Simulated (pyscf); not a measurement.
H₃Si–NH–SiH₃ + H₂O → HO–SiH₃ + H₂N–SiH₃ (four-centre exchange; singlet surface; N–Si, H–O broken, O–Si, H–N formed). Structures and frequencies: ωB97X-D3(BJ)/def2-SVP in PySCF. Rate constants from transition-state theory, ωB97M-D3(BJ)/def2-TZVP energies (ideal gas, 1 atm, RRHO with modes under 100 cm⁻¹ raised to 100, one conformer, R ln 2 for chiral ones without a mode under 150 cm⁻¹; no tunnelling), k in cm³ molecule⁻¹ s⁻¹.

```csv
T (K),1000/T,log10 k
298,3.354,-30.93
600,1.667,-22.35
900,1.111,-19.34
1200,0.833,?
```

Question: Fit an Arrhenius line to the three values, give the activation energy, and predict k at 1200 K.

Answer: Least squares gives log10 k = -13.68 − 5.15 × 1000/T, so Ea = 5.15 × ln 10 × 1.987 = 23.6 kcal/mol, against an electronic barrier of 22.9. At 1200 K the line gives -17.97; the computed value is -17.72 (ΔG‡ = 67.7 kcal/mol), a factor 1.8 over the line, since the plot is curved. On the reactant side the descent ends in a complex, 4.2 kcal/mol under the separated species and 27.0 kcal/mol under the saddle at ωB97X-D3(BJ)/def2-TZVP. On the product side the descent ends in a complex (not fully relaxed), 4.4 kcal/mol under the separated species and 33.6 kcal/mol under the saddle at ωB97X-D3(BJ)/def2-TZVP. This is the saddle that the search found; another between the same sides may lie lower.
